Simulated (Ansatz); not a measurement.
# CH6BN: small, medium and large basis sets

Aim: see how fast density functionals converge with the basis set for CH6BN.

Computed with Ansatz 0.2.0, Gaussian basis. Level: one geometry, several basis sets.

Levels to be run: PBE0-D4/def2-SVP; ωB97M-V/def2-SVP; PBE0-D4/def2-QZVPP; ωB97M-V/def2-QZVPP; the functionals' def2-TZVPP values are taken from earlier runs.

### Step 1. The geometry

The geometry comes from an earlier relaxation with PBE0-D4 in a triple-zeta def2 set; it is a stationary point, not always the lowest conformer.

SMILES `CBN`, 9 atoms, charge 0, spin multiplicity 1.

Atoms are counted from 1 here; the program's logs count them from 0.

Bond lengths: C1–B2 1.568 Å, C1–H4 1.095 Å, C1–H5 1.095 Å, C1–H6 1.094 Å, B2–N3 1.392 Å, B2–H7 1.202 Å, N3–H8 1.005 Å, N3–H9 1.007 Å. Angles: B2–C1–H4 110.3°, B2–C1–H5 110.4°, B2–C1–H6 114.3°, H4–C1–H5 105.5°, H4–C1–H6 108.0°, H5–C1–H6 108.0°, C1–B2–N3 122.0°, C1–B2–H7 121.0°, N3–B2–H7 117.0°, B2–N3–H8 123.2°, B2–N3–H9 123.1°, H8–N3–H9 113.7°.

### Step 2. PBE0-D4 in def2-SVP

Input file in.yaml:

```yaml
crystal:
  periodic: [false, false, false]
  atoms:
    - {symbol: C, position_ang: [-0.665349, 0.757727, -0.590333]}
    - {symbol: B, position_ang: [0.459350, -0.282865, -0.256154]}
    - {symbol: N, position_ang: [0.592799, -0.842845, 1.010719]}
    - {symbol: H, position_ang: [-1.291914, 0.390837, -1.410647]}
    - {symbol: H, position_ang: [-0.224645, 1.692214, -0.954324]}
    - {symbol: H, position_ang: [-1.319932, 0.998852, 0.252280]}
    - {symbol: H, position_ang: [1.248788, -0.632793, -1.092826]}
    - {symbol: H, position_ang: [1.306188, -1.511037, 1.244893]}
    - {symbol: H, position_ang: [-0.016786, -0.616389, 1.779193]}
basis:
  gaussian: {orbitals: def2-SVP}
hamiltonian: {xc: pbe0, dispersion: d4}
output: {orbitals: {seedname: orbitals}}
```

The runs that follow: ωB97M-V in def2-SVP; PBE0-D4 in def2-QZVPP; ωB97M-V in def2-QZVPP.

**Question.** What will the summary of the whole plan be? Wanted: PBE0-D4: double and triple zeta above quadruple; ωB97M-V: double and triple zeta above quadruple.

**Answer**, as computed:

| quantity | value |
| --- | --- |
| PBE0-D4: double and triple zeta above quadruple | 3.94, 0.21 eV |
| ωB97M-V: double and triple zeta above quadruple | 4.15, 0.20 eV |

For PBE0-D4 the step from double to triple zeta gains 3.73 eV and the next only 0.21 eV. These are total energies; as a rule much of such shifts cancels in differences, which this series doesn't test. The LUMO of ωB97M-V is positive and keeps falling with the basis (3.22 to 1.80 eV): an unbound level that the basis holds in place.
